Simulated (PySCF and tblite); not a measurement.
C₃H₇Cl, numbered as in [CH3:1][CH2:2][CH2:3][Cl:4]. Conformers came from 90 starts (ETKDG and KDG, MMFF94s, GFN2-xTB); geometries are PBE0-D3(BJ)/def2-SVP. Weights use PBE0-D3(BJ)/def2-TZVP energies plus GFN2-xTB zero-point and thermal terms (modes under about 100 cm⁻¹ blended into free rotors). Symmetry numbers and mirror images are counted. Conformers within 4 kcal/mol (GFN2-xTB free energy) were kept, 5 at most. GIAO shieldings: PBE0/pcSseg-1. Shifts are against TMS (¹H), TMS (¹³C) at the same level. Programs: PySCF with density fitting and tblite.

Torsions listed: C1–C2–C3–Cl4. Of a mirror pair one member is shown.

Two conformers hold nearly all the population. I: -63°; δ(H3) = 3.40 ppm. II: 180°; δ(H3) = 3.14 ppm. The average over the ensemble at 298.15 K is 3.32 ppm.

(1) What populations and free-energy difference follow from a two-state model?

Answers

(1) p(I) = (3.32 − 3.14)/(3.40 − 3.14) = 0.69, so K = p(II)/p(I) = 0.44 and G(II) − G(I) = −RT ln K = 0.48 kcal/mol. One of the two counts twice, as a mirror pair, which this difference holds. The weights computed directly are 71.0 % and 29.0 %.
